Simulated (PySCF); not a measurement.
**Ionisation energy of Si by level of theory**

Si [Ne] 3s2 3p2 (3P) → Si⁺ [Ne] 3s2 3p1 (2P), as a difference of total energies. Computed with PySCF 2.14 in pcseg-2, with the non-relativistic Hamiltonian (point nucleus). Correlated levels: valence: [Ne] frozen. The calculations carry no spin-orbit coupling.

| method | ionisation energy (eV) |
| --- | --- |
| UHF | 7.635 |
| M06-L | 8.046 |
| B3LYP | 8.118 |
| MP2 (valence) | 7.907 |
| SCS-MP2 (valence) | 7.838 |
| CCSD (valence) | 7.904 |
| CCSD(T) (valence) | 7.925 |

**Question.** How much does correlation contribute at CCSD(T) (valence)?

**Answer.** 7.925 − (7.635) = 0.290 eV, measured against UHF.

Errors of the correlated levels include the incompleteness of this basis and the frozen core.

For comparison: 8.157 eV (measured; NIST levels, between the centres of gravity of the two terms).
